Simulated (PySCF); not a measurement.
# O3S (Sulfur trioxide): the cost of one run

Computed with PySCF 2.14.0, with density-fitted response routines of our own, on a single molecule in the gas phase. Atoms count from 0, in the outputs and in this text.

## (1) The molecule as given

4 atoms, charge 0, multiplicity 1; geometry from: GFN2-xTB. The atoms were then displaced at random by about 0.01 Å, so the start is not that level's minimum.

Bonds of the start (Å): O0–S1 1.42, S1–O2 1.43, S1–O3 1.46.

## (2) Geometry optimisation at PBE0-D3(BJ)/def2-TZVP

The job: settings as JSON, then the geometry in Å.

```
{"job": {"xc": "PBE0", "basis": "def2-TZVP", "d3": "d3bj", "grid": 2, "shake": 0.01, "kind": "geom"}, "charge": 0, "multiplicity": 1}
O     -0.685360    -1.252470    -0.022240
S     -0.003120    -0.003330    -0.007860
O     -0.726930     1.226580    -0.022020
O      1.453400     0.003850     0.019110
```

On the command line:

```bash
$ OMP_NUM_THREADS=1 python probes_run.py task.json out
```

The driver reads the jobs from task.json and runs them one after another.

Q: Estimate the wall time and peak memory of this first job on 1 thread of Arm Neoverse V1, shared host.

About 42 s, with a peak of 0.49 GiB.
